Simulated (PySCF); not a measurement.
## SN(OH)2, doublet: structure and spectrum

Computed with PySCF, UPBE0, basis S def2-TZVP, N def2-TZVP, O def2-TZVP, H def2-TZVP (no relativity, density fitting).

The structure is a minimum.

```
Point group                                                                   : C1
Bond lengths                                                                  : O–H 0.967 Å, O–H 0.969 Å, S–N 1.497 Å, S–O 1.621 Å, S–O 1.659 Å
Bond angles                                                                   : H–O–S 105.8°, H–O–S 109.7°, N–S–O 111.3°, N–S–O 117.6°, O–S–O 92.0°
Rotational constants                                                          : 0.2991, 0.2601, 0.1584 cm⁻¹
Dipole moment                                                                 : 2.40 D
Highest occupied level (β)                                                    : -8.02 eV
Enthalpy at 298.15 K above 0 K                                                : 15.67 kJ/mol
Spin squared ⟨S²⟩                                                             : 0.760
Heat capacity Cp at 298.15 K                                                  : 76.0 J/(mol K)
Rotational symmetry number                                                    : 1
Lowest empty level (β)                                                        : -3.74 eV
Zero-point energy                                                             : 84.5 kJ/mol
Entropy at 298.15 K and 1 bar (electronic part: spin only)                    : 301.5 J/(mol K)
Principal polarisabilities                                                    : 26.7, 35.9, 41.7 bohr³
Principal quadrupole moments (Buckingham, traceless) about the centre of mass : -9.95, 3.23, 6.72 D Å
Atomisation energy without zero-point energy                                  : 1762 kJ/mol
```

Harmonic modes (masses in u: S 31.972, N 14.003, O 15.995, H 1.008):
```csv
symmetry,ω (cm⁻¹),IR (km/mol),μ (u)
a,208,86.6,1.18
a,280,32.4,1.76
a,351,19.7,3.24
a,385,61.8,7.83
a,462,52.8,2.84
a,723,169,15.34
a,761,164,13.87
a,1091,64.4,1.34
a,1115,25.7,1.83
a,1186,112,1.93
a,3759,78.4,1.07
a,3804,113,1.07
```

Charges (e):
```tsv
atom	Mulliken	Löwdin	polar tensor	spin (Mulliken)	Mayer order to S1
S1	0.51	0.55	1.20	0.10	–
N2	-0.34	-0.41	-0.36	0.79	2.04
O3	-0.44	-0.25	-0.72	0.06	0.98
O4	-0.40	-0.21	-0.67	0.04	1.05
H5	0.33	0.16	0.30	0.00	0.03
H6	0.33	0.16	0.26	0.02	0.04
```
Other Mayer orders above 0.3: O–H 0.86 (×2).

Mulliken populations on S1: s 5.70, p 9.06, d 0.67, f 0.07.

This need not be the most stable arrangement of these atoms.

The final relaxation and frequency run took 3.2 min on 4 threads of a shared Arm Neoverse V1 host, with 142 basis functions and 33 gradients; the process peaked at 2 GiB.
